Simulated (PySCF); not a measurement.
PySCF job for CH3F, SMILES CF (connectivity only; charge and spin as stated), charge +1, multiplicity 2, PBE0/pcH-1. Geometry: B3LYP-D3(BJ)/def2-TZVP. The spin state was assumed, not searched.

```python
import numpy as np
from pyscf import gto, scf, dft
from pyscf.prop.hfc import uks as hfc
from pyscf.prop.gtensor import uks as gtensor

mol = gto.M(
    atom='''
    C     0.08282064    0.56631507   -0.00000000
    F    -0.01876715   -0.71674133    0.00000000
    H     1.08862672    0.97937042   -0.00000000
    H    -0.70832311    1.03670558   -0.72466900
    H    -0.70832311    1.03670558    0.72466900
    ''',
    basis='pcH-1',
    charge=1,
    spin=1,
    max_memory=1600,
    verbose=3,
)
mf = dft.UKS(mol, xc='pbe0')
mf.grids.level = 3
mf.conv_tol = 1e-10
mf.max_cycle = 100
mf.kernel()
fine, coarse = mf.grids, dft.Grids(mol).set(level=1).build(with_non0tab=True)
for _ in range(3):  # follow internal instabilities
    mf.grids = coarse
    mo, _, stable, _ = mf.stability(return_status=True, nroots=4)
    mf.grids = fine
    if stable:
        break
    mf.kernel(mf.make_rdm1(mo, mf.mo_occ))
A = hfc.HFC(mf).make_fcdip(mf.make_rdm1())  # Fermi contact and dipolar terms, MHz
print('atom   A(iso)/MHz   principal dipolar parts/MHz')
for i, a in enumerate(A):
    w = np.linalg.eigvalsh((a + a.T) / 2)
    print(f'{mol.atom_symbol(i):2s}{i + 1:3d} {w.mean():12.2f}', (w - w.mean()).round(2))
gt = gtensor.GTensor(mf)
gt.dia_soc2e, gt.para_soc2e, gt.so_eff_charge = None, None, True
gt.max_cycle_cphf = 60
g = gt.kernel()
```

Output:

```

WARN: HOMO -0.309036030818188 >= LUMO -0.309036030818191

converged SCF energy = -139.145864835704  <S^2> = 0.75328592  2S+1 = 2.0032832
<class 'pyscf.dft.uks.UKS'> wavefunction is stable in the internal stability analysis
atom   A(iso)/MHz   principal dipolar parts/MHz
C   1       -28.11 [-43.1  -37.71  80.81]
F   2       200.64 [-589.24 -573.64 1162.89]
H   3       -35.13 [-17.96  -5.82  23.78]
H   4       523.83 [-24.21 -21.84  46.05]
H   5       523.83 [-24.21 -21.84  46.05]
SOC(1e)/OZ [ 6.69514392e-03  1.43155581e-02 -5.45240954e-05]
free electron g 2.00231930436182
g-tensor total [2.00882357 2.01649547 2.00208482]
g-shift (ppt) [ 6.50426437 14.17616317 -0.23448172]
```

The run converged.

Cost: very roughly 8 core-seconds.
